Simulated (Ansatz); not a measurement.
Frontier orbitals of `[CH3][Mg][NH2]`.

```csv
atom,x (Å),y (Å),z (Å)
C1,1.018,-1.142,0.845
Mg2,-0.193,0.216,-0.161
N3,-1.295,1.453,-1.076
H4,1.733,-0.637,1.502
H5,1.599,-1.760,0.152
H6,0.432,-1.822,1.471
H7,-2.066,1.233,-1.690
H8,-1.227,2.459,-1.043
```

Total charge 0; spin multiplicity 1. Correlated methods include outer-core shells of Mg, which these sets cover unevenly. The geometry is a stationary point of PBE0-D4/def2-TZVP. It is one conformer, not always the lowest. Basis def2-TZVPP, the Gaussian-basis code of Ansatz.

| functional | HOMO (eV) | LUMO (eV) | gap (eV) |
| --- | --- | --- | --- |
| PBE | -4.79 | -1.29 | 3.50 |
| PBE0 | -6.14 | -0.63 | 5.51 |
| r2SCANh | -5.57 | -0.63 | 4.94 |
| HSE06 (plane-wave form) | -5.73 | -0.97 | 4.76 |
| LC-ωPBE | -9.05 | 1.06 | 10.11 |
| ωB97M-V | -8.56 | 0.48 | 9.04 |
| HF | -9.48 | 1.27 | 10.75 |

**Question.** What is the vertical ionisation energy at frozen-core CCSD(T)/def2-TZVPP? (An estimate is asked.)

**Answer.** Computed: 8.59 eV (T1 of the cation 0.008).

Against PBE, PBE0 changes HOMO and LUMO by −1.35 and +0.67 eV, ωB97M-V by −3.77 and +1.77 eV. A gap of 3.50 eV thus becomes 9.04 eV for the same molecule, so an orbital gap means little without its functional. A positive LUMO is unbound and depends on the basis. −ε(HOMO) differs from that ionisation energy by −3.79 eV with PBE and −0.03 eV with ωB97M-V.

LC-ωPBE has ω = 0.4 bohr⁻¹.
